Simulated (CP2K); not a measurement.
# C2HF2 (SMILES F/[C]=C\F): GFN1-xTB

What is the energy change on altering one bond length of C2HF2 at GFN1-xTB? 

Program for the calculation: CP2K 2026.2.

3 further runs of the same task are left out: 2 that didn't finish, 1 set aside as unsound or not needed.

## Step 1: The structure to begin with

The species is C2HF2 (5 atoms), meant as a doublet with charge 0. As SMILES, `F/[C]=C\F`. Geometry: relaxed at PBE0-D4/def2-TZVP.

Bond lengths: F1–C2 1.295 Å, C2–C3 1.313 Å, C3–F4 1.341 Å, C3–H5 1.080 Å. Angles: F1–C2–C3 131.7°, C2–C3–F4 122.5°, C2–C3–H5 122.5°, F4–C3–H5 115.0°.

## Step 2: The energy at GFN1-xTB

Contents of molecule.xyz:

```xyz
5

F     -1.049400     0.476000    -1.486200
C     -0.104000    -0.180300    -0.893200
C      0.314100    -0.175100     0.351300
F     -0.242000     0.599600     1.294700
H      1.131100    -0.793900     0.692000
```

Contents of mol.inp:

```
&GLOBAL
  PROJECT mol
  RUN_TYPE ENERGY
  PRINT_LEVEL MEDIUM
&END GLOBAL

&FORCE_EVAL
  METHOD QUICKSTEP
  &DFT
    CHARGE 0
    MULTIPLICITY 2
    UNRESTRICTED_KOHN_SHAM T
    &QS
      METHOD XTB
      EPS_DEFAULT 1.0E-10
      &XTB
        GFN_TYPE 1
        CHECK_ATOMIC_CHARGES F
      &END XTB
    &END QS
    &POISSON
      PERIODIC NONE
      POISSON_SOLVER ANALYTIC
    &END POISSON
    &SCF
      SCF_GUESS ATOMIC
      EPS_SCF 1.0E-07
      MAX_SCF 150
      &DIAGONALIZATION
        ALGORITHM STANDARD
      &END DIAGONALIZATION
      &MIXING
        METHOD BROYDEN_MIXING
        ALPHA 0.4
        NBUFFER 8
      &END MIXING
    &END SCF
    &PRINT
      &MOMENTS
        PERIODIC F
        REFERENCE COM
        MAX_MOMENT 1
      &END MOMENTS
      &MO ON
        ENERGIES T
        OCCUPATION_NUMBERS T
        NDIGITS 6
        &EACH
          QS_SCF 0
        &END EACH
        ADD_LAST NUMERIC
      &END MO
      &HIRSHFELD OFF
      &END HIRSHFELD
    &END PRINT
  &END DFT
  &SUBSYS
    &CELL
      ABC [angstrom] 12.2 11.4 12.8
      PERIODIC NONE
    &END CELL
    &TOPOLOGY
      COORD_FILE_NAME molecule.xyz
      COORD_FILE_FORMAT XYZ
      &CENTER_COORDINATES
      &END CENTER_COORDINATES
    &END TOPOLOGY
  &END SUBSYS
&END FORCE_EVAL
```

Command:

```bash
$ OMP_NUM_THREADS=1 cp2k.psmp mol.inp > mol.out
```

Standard output:

```text
CP2K| version string:                                       CP2K version 2026.2
[...]
 GLOBAL| Method name                                                        CP2K
[...]
 GLOBAL| Run type                                                         ENERGY
[...]
                             - Atoms:                                          5
[...]
                             - Spherical basis functions:                     18
[...]
 Number of electrons:                                                         12
[...]
     1 NoMix/Diag. 0.40E+00    0.0     0.26719922       -14.8389177197 -1.48E+01
[...]
    42 Broy./Diag. 0.40E+00    0.0     0.00000008       -14.9059377231  1.69E-07
  *** SCF run converged in    42 steps ***
[...]
 TB_DIPOLE| Moment [Debye]          1.49152796      -1.48473304      -0.55834161
 TB_DIPOLE| Derivative [a.u.]       0.00000000       0.00000000       0.00000000
[...]
 ENERGY| Total FORCE_EVAL ( QS ) energy [hartree]            -14.905937723068389
[...]
```

Wall time 0.58 s (1 thread of Arm Neoverse N1, shared host); peak memory 0.15 GiB.

## Step 3: The distorted shape, same level

Contents of molecule.xyz:

```xyz
5

F     -1.212767     0.599735    -1.554326
C     -0.267367    -0.056565    -0.961326
C      0.150733    -0.051365     0.283174
F     -0.405367     0.723335     1.226574
H      1.131100    -0.793900     0.692000
```

Contents of calc.inp:

```
&GLOBAL
   PROJECT calc
   RUN_TYPE ENERGY
   PRINT_LEVEL MEDIUM
&END GLOBAL
&FORCE_EVAL
   METHOD Quickstep
   &DFT
      MULTIPLICITY 2
      SPIN_POLARIZED T
      &QS
         METHOD XTB
         EPS_DEFAULT 1.0E-10
         &XTB
            GFN_TYPE 1
            CHECK_ATOMIC_CHARGES F
         &END XTB
      &END QS
      &POISSON
         PERIODIC NONE
         POISSON_SOLVER ANALYTIC
      &END POISSON
      &SCF
         SCF_GUESS ATOMIC
         EPS_SCF 1.0E-07
         MAX_SCF 150
         &DIAGONALIZATION
            ALGORITHM STANDARD
         &END DIAGONALIZATION
         &MIXING
            METHOD BROYDEN_MIXING
            ALPHA 0.4
            NBUFFER 8
         &END MIXING
      &END SCF
      &PRINT
         &MOMENTS
            PERIODIC F
            REFERENCE COM
            MAX_MOMENT 1
         &END MOMENTS
         &MO ON
            ENERGIES T
            OCCUPATION_NUMBERS T
            NDIGITS 6
            &EACH
               QS_SCF 0
            &END EACH
            ADD_LAST NUMERIC
         &END MO
         &HIRSHFELD OFF
         &END HIRSHFELD
      &END PRINT
   &END DFT
   &SUBSYS
      &CELL
         ABC 12.3 11.5 12.8
         PERIODIC NONE
      &END CELL
      &TOPOLOGY
         COORD_FILE_NAME molecule.xyz
         COORD_FILE_FORMAT XYZ
         &CENTER_COORDINATES
         &END CENTER_COORDINATES
      &END TOPOLOGY
   &END SUBSYS
&END FORCE_EVAL
```

Command:

```bash
$ OMP_NUM_THREADS=1 cp2k.psmp -i calc.inp > calc.out 2>&1
```

Standard output:

```text
CP2K| version string:                                       CP2K version 2026.2
[...]
 GLOBAL| Method name                                                        CP2K
[...]
 GLOBAL| Run type                                                         ENERGY
[...]
                             - Atoms:                                          5
[...]
                             - Spherical basis functions:                     18
[...]
 Number of electrons:                                                         12
[...]
     1 NoMix/Diag. 0.40E+00    0.0     0.26847175       -14.8190784117 -1.48E+01
[...]
    38 Broy./Diag. 0.40E+00    0.0     0.00000005       -14.8861815578  1.05E-07
  *** SCF run converged in    38 steps ***
[...]
 TB_DIPOLE| Moment [Debye]          1.46797646      -1.45908083      -0.54218357
 TB_DIPOLE| Derivative [a.u.]       0.00000000       0.00000000       0.00000000
[...]
 ENERGY| Total FORCE_EVAL ( QS ) energy [hartree]            -14.886181557827262
[...]
```

It took 0.56 s on 1 thread of Arm Neoverse N1, shared host; peak memory 0.15 GiB.

## Step 4: Summary of results

Level: GFN1-xTB.

| quantity | value |
| --- | --- |
| first shape: total energy | -14.90594 Eh |
| first shape: dipole moment (from atomic charges alone) | 2.18 D |
| first shape: HOMO energy (highest over α and β) | -11.21 eV |
| first shape: dispersion energy | -2.12 kJ/mol |
| distorted shape: total energy | -14.88618 Eh |
| distorted shape: dipole moment (from atomic charges alone) | 2.14 D |
| distorted shape: HOMO energy (highest over α and β) | -11.20 eV |
| distorted shape: dispersion energy | -2.13 kJ/mol |
| energy change with the C3–H5 bond stretched from 1.080 to 1.296 Å | 0.538 eV |

What this shows: With the C3–H5 bond stretched from 1.080 to 1.296 Å the energy rises by 0.54 eV (51.9 kJ/mol). The first shape isn't relaxed at this level, so the change isn't measured from a minimum. The dipole (first shape) comes from point charges on the atoms alone, without atomic dipoles, so it is partial. The dipole (distorted shape) comes from point charges on the atoms alone, without atomic dipoles, so it is partial.
